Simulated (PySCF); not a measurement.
Thietane 1-oxide, C3H6OS.
Z-matrix (Å and degrees, PBE0-D3(BJ)/def2-SVP geometry), rows numbered from 1:
```
O 
S   1  1.4927
C   2  1.8593  1  112.17
C   3  1.5283  2   89.97  1   130.59
C   4  1.5281  3   94.75  2   -26.80
H   3  1.1011  2  104.78  1    16.85
H   3  1.0983  2  116.04  1  -105.69
H   4  1.0998  3  116.27  2  -149.18
H   4  1.1009  3  110.72  2    87.45
H   5  1.1011  2  104.79  1   -16.84
H   5  1.0984  2  116.04  1   105.68
```

The calculation used core-valence-separated Tamm–Dancoff BHandHLYP/aug-pcX-1 (pcseg-1 on H, def2-SVPD on S) in PySCF, non-relativistic, gas phase, PBE0-D3(BJ)/def2-SVP geometry. The energies are unshifted.

**Question.** Give energies, oscillator strengths and core holes at the O K edge.

**Answer.** 
| E (eV) | f | core hole on | main final orbital |
| --- | --- | --- | --- |
| 530.74 | 0.0383 | O1 | LUMO+4 (36 %) |
| 530.91 | 0.0238 | O1 | LUMO+1 (53 %) |
| 532.80 | 0.0100 | O1 | spread |
| 533.08 | 0.0039 | O1 | LUMO+3 (44 %) |
| 533.57 | 0.0003 | O1 | LUMO+2 (72 %) |
| 533.87 | 0.0000 | O1 | LUMO+6 (54 %) |
| 534.23 | 0.0048 | O1 | LUMO+4 (38 %) |

The first line with a tenth or more of the strongest one's intensity is at 530.74 eV (f = 0.038), with the hole on O1 (sulfinyl oxygen). It is also the strongest listed.

**Question.** List the carbon K-edge absorption lines.

**Answer.** 
| E (eV) | f | core hole on | main final orbital |
| --- | --- | --- | --- |
| 285.00 | 0.1070 | C3/C5 | LUMO+6 (2 roots, f summed) |
| 286.05 | 0.0084 | C4 | LUMO (84 %) |
| 286.44 | 0.0243 | C4 | LUMO+2 (62 %) |
| 286.46 | 0.0278 | C3/C5 | LUMO (2 roots, f summed) |
| 286.50 | 0.0071 | C4 | LUMO+1 (76 %) |
| 286.59 | 0.0307 | C3/C5 | LUMO+2 (2 roots, f summed) |
| 287.03 | 0.0225 | C3/C5 | spread (2 roots, f summed) |
| 287.09 | 0.0136 | C4 | LUMO+3 (31 %) |
| 287.62 | 0.0074 | C4 | LUMO+4 (74 %) |
| 287.78 | 0.0150 | C3/C5 | LUMO+4 (2 roots, f summed) |

The first line with a tenth or more of the strongest one's intensity is at 285.00 eV (f = 0.107, sum of 2), with the hole on C3/C5 (sp3 carbon bound to sulfur). It is also the strongest listed.

Roots within 0.03 eV whose holes lie on the same, on equivalent or on shared atoms are summed into one line, and the highest roots are left out, as the search may have cut off their partners. Final orbitals are the ground state's empty Kohn–Sham orbitals.

**Question.** What length of transition dipole belongs to the line at 532.80 eV?

**Answer.** From f = (2/3) ΔE |μ|² in atomic units, with ΔE = 19.580 Eh and f = 0.0100: |μ| = 0.028 au = 0.07 D.

Only the lowest roots of each edge were sought.

One conformer stands for the species.
